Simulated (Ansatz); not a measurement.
# CPO− (SMILES [O-]C#P): methods side by side

The species is CPO− (3 atoms), meant as a singlet with charge -1. SMILES: `[O-]C#P`. Geometry: relaxed at GFN2-xTB.

```xyz
3

O     0.7772    0.9277    0.5293
C     0.0765    0.0906    0.0522
P    -0.8538   -1.0183   -0.5815
```

Quantity: the energy change with the C2–P3 bond stretched from 1.580 to 1.975 Å, in eV. The values are calculated.

| level | kind | program | value (eV) | less FCI/STO-3G | CPU time (all runs) |
| --- | --- | --- | --- | --- | --- |
| PBE/STO-3G (restricted) | GGA | Ansatz | 2.25 | +0.01 | 1.6 s |
| B3LYP/STO-3G (restricted) | global hybrid | Ansatz | 2.42 | +0.18 | 1.8 s |
| r2SCAN0/STO-3G (restricted) | hybrid meta-GGA | Ansatz | 2.78 | +0.54 | 4.4 s |
| wB97X/STO-3G (restricted) | range-separated hybrid | Ansatz | 2.85 | +0.61 | 6.6 s |
| RPA@PBE/STO-3G (restricted) | RPA | Ansatz | 2.05 | -0.19 | 2.5 s |
| MP2/STO-3G (restricted) | perturbation theory | Ansatz | 2.64 | +0.40 | 0.3 s |
| CCSD(T)/STO-3G (restricted) | coupled cluster or CI | Ansatz | 2.23 | -0.01 | 0.39 s |
| CCSDT/STO-3G (restricted) | coupled cluster or CI | Ansatz | 2.30 | +0.06 | 0.76 s |
| FCI/STO-3G | exact in the basis | Ansatz | 2.24 | 0.00 | 1.7 s |

FCI/STO-3G is exact within its basis and frozen core, so for wave-function methods in that basis the difference is their error; functionals converge differently with the basis, so for them it is only a difference. Sets without diffuse functions describe the anion poorly. The first shape isn't each level's own minimum. The values span 2.05 to 2.85 eV. All rows use very small basis sets, so even the best lies far from the true value. Times are those of the runs behind each value, whatever else they computed, on shared processors of several kinds: orders of magnitude only.
